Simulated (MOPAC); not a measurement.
MOPAC input (PM7):

```
PM7 FORCE THERMO(298,298) PRECISE LET UHF MS=0.5 GEO-OK AUX(PRECISION=9) THREADS=1
C2HO

C     0.07526241 1   -0.28008987 1   -1.23380193 1
C    -0.01441811 1    0.00492740 1    0.04579888 1
H     0.14463574 1   -0.50048098 1   -2.22291466 1
O    -0.09429585 1    0.25884013 1    1.18571148 1
```

Output:

```
 *******************************************************************************
 **                                                                           **
 **                              MOPAC v23.2.5                                **
 **                                                                           **
 *******************************************************************************
 ** MOPAC's Digital Object Identifier: https://doi.org/10.5281/zenodo.6511958 **
 **                                                                           **
 ** Please cite the open-source release paper for use of this MOPAC version:  **
 ** J. E. Moussa and J. J. P. Stewart (2026)                                  **
 ** MOPAC: An open-source semiempirical molecular orbital program             **
 ** J. Open Source Softw., 11(119), 8025, https://doi.org/10.21105/joss.08025 **
 *******************************************************************************

                              PM7 CALCULATION RESULTS

 *******************************************************************************
 *  PM7        - The PM7 Hamiltonian to be used
 *  GEO-OK     - OVERRIDE INTERATOMIC DISTANCE AND OTHER SAFETY CHECKS
 *  UHF        - UNRESTRICTED HARTREE-FOCK CALCULATION
 *  MS=        - IN MECI, MAGNETIC COMPONENT OF SPIN =  0.5
 *  LET        - OVERRIDE SOME SAFETY CHECKS
 *  PRECISE    - TIGHTER CRITERIA TO BE USED
 *  FORCE      - FORCE CALCULATION SPECIFIED
 *  AUX        - OUTPUT AUXILIARY INFORMATION
 *  THERMO     - THERMODYNAMIC QUANTITIES TO BE CALCULATED
 *******************************************************************************
PM7 FORCE THERMO(298,298) PRECISE LET UHF MS=0.5 GEO-OK AUX(PRECISION=9) THREADS=1
 C2HO

   ATOM   CHEMICAL          X               Y               Z
  NUMBER   SYMBOL      (ANGSTROMS)     (ANGSTROMS)     (ANGSTROMS)

     1       C          0.07526241  *  -0.28008987  *  -1.23380193  *
     2       C         -0.01441811  *   0.00492740  *   0.04579888  *
     3       H          0.14463574  *  -0.50048098  *  -2.22291466  *
     4       O         -0.09429585  *   0.25884013  *   1.18571148  *

          CARTESIAN COORDINATES

    NO.       ATOM           X           Y           Z

     1         C          0.0753     -0.2801     -1.2338
     2         C         -0.0144      0.0049      0.0458
     3         H          0.1446     -0.5005     -2.2229
     4         O         -0.0943      0.2588      1.1857

 General Reference for PM7:
 "Optimization of Parameters for Semiempirical Methods VI: More Modifications to the
 NDDO Approximations and Re-optimization of Parameters", J. J. P. Stewart, J. Mol. Mod., 1:32, 19 (2013)
 https://link.springer.com/article/10.1007/s00894-012-1667-x

           Empirical Formula: C2 H O  =     4 atoms

      MOLECULAR POINT GROUP   :   C*v

          UHF CALCULATION, NO. OF ALPHA ELECTRONS =    8
                           NO. OF BETA  ELECTRONS =    7

          HEAT OF FORMATION =      33.142239 KCALS/MOLE

          CARTESIAN COORDINATE DERIVATIVES

   NUMBER  ATOM         X            Y            Z

     1       C     -0.009979    -0.002173    -0.000166
     2       C      0.014633    -0.001595     0.000731
     3       H     -0.002276     0.002076    -0.000127
     4       O     -0.002379     0.001692    -0.000439

 DIPOLE           X         Y         Z       TOTAL
 POINT-CHG.    -1.380     0.000     0.000     1.380
 HYBRID         0.521     0.000     0.000     0.521
 SUM           -0.859     0.000     0.000     0.859

          GRADIENT NORM =   0.01843

          MOLECULAR WEIGHT =   41.03

          ROTATIONAL CONSTANTS IN CM(-1)

          A =    0.00000000   B =    0.35029527   C =    0.35029527

           PRINCIPAL MOMENTS OF INERTIA IN UNITS OF 10**(-40)*GRAM-CM**2

          A =        0.0000   B =       79.9119   C =       79.9119

          ORIENTATION OF MOLECULE IN FORCE CALCULATION

    NO.       ATOM         X         Y         Z

     1          C      -1.3286   -0.0000    0.0000
     2          C      -0.0146   -0.0000    0.0000
     3          H      -2.3443    0.0001    0.0000
     4          O       1.1560   -0.0000   -0.0000

    FIRST DERIVATIVES WILL BE USED IN THE CALCULATION OF SECOND DERIVATIVES

    FOR POINT-GROUP C*v  THERE ARE  84 UNIQUE SYMMETRY FUNCTIONS.

 ALL CONVERGERS ARE NOW FORCED ON
 SHIFT=10, PULAY ON, CAMP-KING ON
 AND ITERATION COUNTER RESET

 ALL CONVERGERS ARE NOW FORCED ON
 SHIFT=10, PULAY ON, CAMP-KING ON
 AND ITERATION COUNTER RESET

(To convert to Hartree/Bohr^2, multiply by (10^(-21) x N x a0^2)/(4.184 x 627.51) =  0.0642)

           FORCE MATRIX IN MILLIDYNES/ANGSTROM

                  C  1       C  2       H  3       O  4
 ------------------------------------------------------
     C    1  64.005911
     C    2  58.051145  71.856828
     H    3   3.881548   0.593637   4.378932
     O    4   2.076114  13.248862   0.157930  15.232075

          HEAT OF FORMATION =      33.142239 KCALS/MOLE

          ZERO POINT ENERGY      14.972 KCAL/MOL

           NORMAL COORDINATE ANALYSIS (Total motion = 1 Angstrom)

   Root No.       1         2         3         4         5         6         7

                 1 Pi      1 Pi      2 Pi      2 Pi      1 Sig     2 Sig     3 Sig

                 406.7     406.7     532.1     532.1    1583.1    2770.5    4241.8

           1   -0.0000   -0.0000   -0.0000   -0.0000   -0.2136   -0.0324   -0.3771
           2   -0.2142   -0.0036   -0.0966    0.0005    0.0000   -0.0000    0.0000
           3    0.0036   -0.2142   -0.0005   -0.0966    0.0000    0.0000    0.0000
           4    0.0000    0.0000   -0.0000   -0.0000   -0.1592   -0.0651    0.3995
           5    0.4821    0.0081   -0.0120    0.0001    0.0000    0.0000   -0.0000
           6   -0.0081    0.4821   -0.0001   -0.0120    0.0000    0.0000   -0.0000
           7   -0.0000   -0.0000    0.0000    0.0000   -0.3267    0.8851    0.1944
           8   -0.1093   -0.0018    0.8644   -0.0045    0.0000   -0.0000   -0.0000
           9    0.0018   -0.1093    0.0045    0.8644    0.0000   -0.0000   -0.0000
          10   -0.0000   -0.0000    0.0000    0.0000    0.3005    0.0174   -0.0291
          11   -0.1942   -0.0032    0.0270   -0.0001   -0.0000    0.0000    0.0000
          12    0.0032   -0.1942    0.0001    0.0270   -0.0000   -0.0000    0.0000

           MASS-WEIGHTED COORDINATE ANALYSIS (NORMAL COORDINATES)

   Root No.       1         2         3         4         5         6         7

                 1 Pi      1 Pi      2 Pi      2 Pi      1 Sig     2 Sig     3 Sig

                 406.7     406.7     532.1     532.1    1583.1    2770.5    4241.8

           1   -0.0000   -0.0000   -0.0000   -0.0000   -0.4775   -0.1214   -0.6816
           2   -0.3731   -0.0062   -0.3570    0.0018    0.0000   -0.0000    0.0000
           3    0.0062   -0.3731   -0.0018   -0.3570    0.0000    0.0000    0.0000
           4    0.0000    0.0000   -0.0000   -0.0000   -0.3558   -0.2434    0.7221
           5    0.8397    0.0140   -0.0442    0.0002    0.0000    0.0000   -0.0000
           6   -0.0140    0.8397   -0.0002   -0.0442    0.0000    0.0000   -0.0000
           7   -0.0000   -0.0000    0.0000    0.0000   -0.2115    0.9593    0.1018
           8   -0.0551   -0.0009    0.9259   -0.0048    0.0000   -0.0000   -0.0000
           9    0.0009   -0.0551    0.0048    0.9259    0.0000   -0.0000   -0.0000
          10   -0.0000   -0.0000    0.0000    0.0000    0.7751    0.0753   -0.0607
          11   -0.3904   -0.0065    0.1153   -0.0006   -0.0000    0.0000    0.0000
          12    0.0065   -0.3904    0.0006    0.1153   -0.0000   -0.0000    0.0000

          DESCRIPTION OF VIBRATIONS

 VIBRATION          2    1Pi         ATOM PAIR     ENERGY CONTRIBUTION    RADIAL
 FREQUENCY           406.70         C 2 -- O 4         +51.5% ( 88.3%)      0.0%
 TRANSITION DIPOLE   1.8759         C 1 -- C 2         +46.6% ( 84.0%)      0.0%
 TRAVEL (Ang.)       0.1588         C 1 -- H 3          +2.0% ( 17.2%)      0.0%
 REDUCED MASS        6.5788
 EFFECTIVE MASS     12.6312
 FORCE CONSTANT      0.6411

 VIBRATION          4    2Pi         ATOM PAIR     ENERGY CONTRIBUTION    RADIAL
 FREQUENCY           532.11         C 1 -- H 3         +97.3% ( 98.5%)      0.0%
 TRANSITION DIPOLE   0.7825         C 1 -- C 2          +2.2% ( 15.0%)      0.0%
 TRAVEL (Ang.)       0.3674         C 2 -- O 4          +0.5% (  6.9%)      0.0%
 REDUCED MASS        0.9388
 EFFECTIVE MASS      1.9155
 FORCE CONSTANT      0.1566

 VIBRATION          5    1Sig        ATOM PAIR     ENERGY CONTRIBUTION    RADIAL
 FREQUENCY          1583.08         C 2 -- O 4         +55.1% (112.1%)    100.0%
 TRANSITION DIPOLE   2.7854         C 1 -- H 3         +35.1% ( 89.5%)    100.0%
 TRAVEL (Ang.)       0.0804         C 1 -- C 2          +9.8% ( 47.3%)    100.0%
 REDUCED MASS        6.5921
 EFFECTIVE MASS     14.3846
 FORCE CONSTANT      9.7337

 VIBRATION          6    2Sig        ATOM PAIR     ENERGY CONTRIBUTION    RADIAL
 FREQUENCY          2770.48         C 1 -- H 3         +88.9% ( 97.9%)    100.0%
 TRANSITION DIPOLE   0.9539         C 2 -- O 4          +8.1% ( 29.6%)    100.0%
 TRAVEL (Ang.)       0.1645         C 1 -- C 2          +3.0% ( 18.1%)    100.0%
 REDUCED MASS        0.8990
 EFFECTIVE MASS      1.6775
 FORCE CONSTANT      4.0657

 VIBRATION          7    3Sig        ATOM PAIR     ENERGY CONTRIBUTION    RADIAL
 FREQUENCY          4241.81         C 1 -- C 2         +63.8% ( 98.8%)    100.0%
 TRANSITION DIPOLE   5.3853         C 2 -- O 4         +19.8% ( 55.0%)    100.0%
 TRAVEL (Ang.)       0.0521         C 1 -- H 3         +16.5% ( 50.2%)    100.0%
 REDUCED MASS        5.8578
 EFFECTIVE MASS     11.8737
 FORCE CONSTANT     62.0997

      SYMMETRY NUMBER FOR POINT-GROUP C*v =  1

          SYSTEM IS A GROUND STATE

 C2HO

          MOLECULE IS LINEAR

          THERE ARE  7 GENUINE VIBRATIONS IN THIS SYSTEM
          THIS THERMODYNAMICS CALCULATION IS LIMITED TO
          MOLECULES WHICH HAVE NO INTERNAL ROTATIONS

                    CALCULATED THERMODYNAMIC PROPERTIES
                                          *
   TEMP. (K)   PARTITION FUNCTION   H.O.F.    ENTHALPY  HEAT CAPACITY ENTROPY
                                   KCAL/MOL   CAL/MOLE    CAL/K/MOL  CAL/K/MOL

 298.00  VIB.     0.1588D+01                   634.3125     5.3234     3.0473
         ROT.     0.5913D+03                   592.1869     1.9872    14.6701
         INT.     0.9388D+03                  1226.4993     7.3106    17.7174
         TRA.     0.2541D+27                  1480.4672     4.9680    37.0602
         TOT.                       33.142    2706.9665    12.2786    54.7776

   *: NOTE: HEATS OF FORMATION ARE RELATIVE TO THE
            ELEMENTS IN THEIR STANDARD STATE AT 298K
              (=  Standard Enthalpy of Formation).

            Hvib:  Zero-point energy is not included.
                   frequencies of less than zero cm-1 are not included.
            Hrot = (3/2)RT
            Htra = (3/2)RT + pV = (5/2)RT

            Heat capacity is Cp, not Cv

          For more information, see: HTTP://OpenMOPAC.net/Manual/thermochemistry.html

           FORCE CONSTANT IN CARTESIAN COORDINATES (Millidynes/A)

    ATOM   CHEMICAL       X               Y               Z
   NUMBER   SYMBOL  FORCE CONSTANT  FORCE CONSTANT  FORCE CONSTANT

      1       C       63.993662        0.410807        0.410807
      2       C       71.856247        0.830386        0.830386
      3       H        4.372230        0.141762        0.141762
      4       O       15.225153        0.345528        0.345528

 **********************
 *                    *
 * JOB ENDED NORMALLY *
 *                    *
 **********************

 == MOPAC DONE ==
```
